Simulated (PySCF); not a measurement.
A calculation to check before its numbers are used.

A TDDFT job on ScH, SMILES `[ScH]` (singlet state). Level of theory: PySCF 2.14.0, density-fitted response routines, TDDFT BHandHLYP/def2-SVPD, vertical, gas phase, core orbitals frozen in the response.

Driver input (Å, PBE0-D3(BJ)/def2-SVP geometry):

```
{"job": {"kind": "uv", "xc": "BHandHLYP", "basis": "def2-SVPD", "ip": true}, "charge": 0, "multiplicity": 1}
Sc     0.8741    -0.0058    -0.0056
H     -0.8686     0.0084    -0.0227
```

Output:

```
coarse grid: 9912 points
cycle   1  E = -761.0092816861  dE = -2.390e-01  |g| = 3.913e-01  |ddm| = 2.090e+00
cycle   2  E = -761.0540742611  dE = -4.479e-02  |g| = 2.901e-01  |ddm| = 1.554e+00
cycle   3  E = -761.0877569903  dE = -3.368e-02  |g| = 2.088e-02  |ddm| = 6.966e-01
cycle   4  E = -761.0880526173  dE = -2.956e-04  |g| = 9.446e-03  |ddm| = 9.454e-02
cycle   5  E = -761.0881219907  dE = -6.937e-05  |g| = 4.732e-03  |ddm| = 4.321e-02
cycle   6  E = -761.0881400751  dE = -1.808e-05  |g| = 1.365e-03  |ddm| = 2.367e-02
cycle   7  E = -761.0881427494  dE = -2.674e-06  |g| = 1.161e-04  |ddm| = 1.279e-02
final grid: 18416 points
cycle   8  E = -761.0881490476  dE = -1.243e-08  |g| = 4.286e-05  |ddm| = 5.734e-04
cycle   9  E = -761.0881490497  dE = -2.175e-09  |g| = 3.560e-05  |ddm| = 1.713e-04
cycle  10  E = -761.0881490503  dE = -6.009e-10  |g| = 9.762e-06  |ddm| = 9.605e-05
converged SCF energy = -761.0881490503

Static polarisability (au): isotropic 105.272, principal 97.110 109.352 109.352

Singlet excitations
state   eV       nm        f      main configurations
  1   0.5079   2441.1   0.00000   H->L+4 0.98
  2   0.5080   2440.6   0.00000   H->L+3 0.98
  3   0.6651   1864.1   0.00044   H->L+5 0.83, H->L+1 0.11
  4   0.6651   1864.1   0.00044   H->L+6 0.83, H->L+2 0.11
  5   1.8898    656.1   0.08510   H->L 0.94
  6   3.1455    394.2   0.38493   H->L+1 0.86, H->L+5 0.10
  7   3.1455    394.2   0.38493   H->L+2 0.86, H->L+6 0.10
  8   4.4397    279.3   0.00000   H-1->L+3 0.98
  9   4.4398    279.3   0.00000   H-1->L+4 0.98
 10   4.7742    259.7   0.07518   H->L+7 0.85

Triplet excitations (Tamm-Dancoff, eV): -0.1859 -0.1857 0.2523 0.2523
Vertical ionisation energy (delta-SCF) = 6.1990 eV
```

The SCF starts on a coarse grid; the energy jumps when the final grid takes over, and dE counts afresh there.

Frontier levels of this run: HOMO -5.31 eV, LUMO -0.90 eV.

Question: Can the results be trusted, and what went wrong?

Answer: Not as they stand: a triplet lies below the closed-shell reference. The lowest Tamm–Dancoff triplet root is negative, -0.19 eV. By this estimate a triplet lies below the closed-shell solution at this geometry and level, and that solution is no minimum once the two spins may take different orbitals. The orbital gap is 4.40 eV. The singlet excitations, the polarisability and the orbital energies refer to this closed shell, which need not be the ground state.

Question: How can it be mended?

Answer: Solve the triplet and a broken-symmetry singlet by unrestricted SCF and compare energies; restart the closed shell from another guess in case it settled on a wrong occupation; where singlet and triplet lie close, use a multireference method.

The run took 1.1 s on one thread, x86-64 server, on a shared host.
